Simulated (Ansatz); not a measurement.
**CH4O (triplet): the correlation ladder at distance C1–H5 along a hydrogen transfer = 1.013 Å, cc-pVDZ**

One table from this session's results is given with a row withheld; the runs are named, their logs left out.

Method: cc-pVDZ, core rule «outside noble gas», up to 2 orbitals frozen; program: Ansatz 0.2.0, Gaussian basis.

To be run: UHF; CCSD(T) on ROHF; CCSD(T) on UHF; BCCD(T) on ROHF; CISD; CCSDT(Q) on ROHF; CCSDT(Q) on UHF; CASSCF and MRCISD+Q, 4 electrons in 4 orbitals; CASSCF and NEVPT2, 4 electrons in 4 orbitals.

8 further runs of the same task are left out: 2 for a mislabelled method, 6 that didn't finish.

### The system

The geometry derives from fragments relaxed apart (PBE0/def2-TZVP) and kept rigid, so it is no stationary point. A hydrogen atom is moved between rigid fragments.

6 atoms, charge 0, spin multiplicity 3.

Atoms are counted from 1 here; the program's logs count them from 0.

Bond lengths: C1–H2 1.090 Å, C1–H3 1.090 Å, C1–H4 1.090 Å, C1–H5 1.013 Å. Angles: H2–C1–H3 109.5°, H2–C1–H4 109.5°, H2–C1–H5 109.5°, H3–C1–H4 109.5°, H3–C1–H5 109.5°, H4–C1–H5 109.5°.

Set-up of the first run:

The input, in.yaml:

```yaml
crystal:
  periodic: [false, false, false]
  atoms:
    - {symbol: C, position_ang: [-1.334790, 0.000000, 0.000000]}
    - {symbol: H, position_ang: [-1.697996, 1.027301, 0.000000]}
    - {symbol: H, position_ang: [-1.697996, -0.513650, 0.889668]}
    - {symbol: H, position_ang: [-1.697996, -0.513650, -0.889669]}
    - {symbol: H, position_ang: [-0.321790, 0.000000, 0.000000]}
    - {symbol: O, position_ang: [1.343210, 0.000000, 0.000000]}
basis:
  gaussian: {orbitals: cc-pVDZ}
magnetization: {spin_polarized: true, initial_magnetization: 2}
hamiltonian: {xc: hf}
output: {orbitals: {seedname: orbitals}}
```

Started as:

```
> ansatz run in.yaml --threads 1 --pin off --events-out ev --progress --plain --max-ram 2393MiB
```

Steps of the session up to this table: UHF; CCSD(T) on ROHF; CCSD(T) on UHF; BCCD(T) on ROHF; CISD; CCSDT(Q) on ROHF; CCSDT(Q) on UHF; CASSCF and MRCISD+Q, 4 electrons in 4 orbitals; CASSCF and NEVPT2, 4 electrons in 4 orbitals.

One of the session's tables, all rows but one given; the rest of the session is left out.

It belongs to the step «Misses and costs». 

| method | from UCCSDT(Q) (kcal/mol) |
| --- | --- |
| ROHF | +198.59 |
| UHF | ? |
| RMP2 | +27.83 |
| UMP2 | +27.72 |
| CISD | +17.41 |
| RCCSD | +3.62 |
| UCCSD | +3.56 |
| RCCSD(T) | +0.53 |
| UCCSD(T) | +0.49 |
| BCCD(T) | +0.54 |
| RCCSDT | +0.18 |
| UCCSDT | +0.15 |
| RCCSDT(Q) | +0.04 |
| UCCSDT(Q) | 0 |
| CASSCF pair | +188.99 |
| NEVPT2 pair | +28.19 |
| MRCISD pair | +15.90 |
| MRCISD+Q pair | +1.17 |

Q: Estimate the row for UHF from the others.

As computed: from UCCSDT(Q) (kcal/mol): +195.24. In the column «from UCCSDT(Q) (kcal/mol)» it lies between CASSCF pair (+188.99) and ROHF (+198.59).

Caveats from the session: Restricted and unrestricted rows rest on different reference determinants; where their highest levels disagree by more than a few hundredths of an eV, they describe different states and don't form one ladder.
